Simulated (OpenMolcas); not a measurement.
**How methods differ on SiH (SMILES [SiH])**

The species is SiH (2 atoms), meant as a doublet with charge 0. SMILES: `[SiH]`. The coordinates come from a PBE0-D4/def2-TZVP relaxation.

```
atom   x (Å)   y (Å)    z (Å)
  Si  0.0000  0.0000  -0.0076
   H  0.0000  0.0000   1.5241
```

Quantity: the energy change with the Si1–H2 bond stretched from 1.532 to 2.654 Å, in eV. The values are calculated.

```json
{"level": "CASPT2(3,3)/cc-pVDZ", "kind": "multireference", "program": "OpenMolcas", "value (eV)": "2.18", "CPU time (all runs)": "6 s"}
{"level": "CASPT2(5,5)/cc-pVDZ", "kind": "multireference", "program": "OpenMolcas", "value (eV)": "2.19", "CPU time (all runs)": "9 s"}
{"level": "CASSCF(3,3)/cc-pVDZ", "kind": "multireference", "program": "OpenMolcas", "value (eV)": "2.01", "CPU time (all runs)": "6 s"}
{"level": "CASSCF(5,5)/cc-pVDZ", "kind": "multireference", "program": "OpenMolcas", "value (eV)": "2.03", "CPU time (all runs)": "9 s"}
{"level": "MC-PDFT[tPBE](5,5)/cc-pVDZ", "kind": "multireference", "program": "OpenMolcas", "value (eV)": "2.18", "CPU time (all runs)": "9.6 s"}
{"level": "MRCI(3,3)/cc-pVDZ", "kind": "multireference", "program": "OpenMolcas", "value (eV)": "2.17", "CPU time (all runs)": "5.9 s"}
{"level": "MRCI(5,5)/cc-pVDZ", "kind": "multireference", "program": "OpenMolcas", "value (eV)": "2.18", "CPU time (all runs)": "9.4 s"}
{"level": "SC-NEVPT2(3,3)/cc-pVDZ", "kind": "multireference", "program": "OpenMolcas", "value (eV)": "2.16", "CPU time (all runs)": "5.7 s"}
{"level": "SC-NEVPT2(5,5)/cc-pVDZ", "kind": "multireference", "program": "OpenMolcas", "value (eV)": "2.10", "CPU time (all runs)": "8.5 s"}
{"level": "CASPT2(3,3)/6-311G", "kind": "multireference", "program": "OpenMolcas", "value (eV)": "1.68", "CPU time (all runs)": "4.2 s"}
```

The first shape isn't each level's own minimum. The values span 1.68 to 2.19 eV. Without the sets that lack polarisation functions the rows with a basis span only 2.01 to 2.19 eV. CPU times are rough (shared hosts, several kinds of processor): they show what a rung costs within a factor of a few.
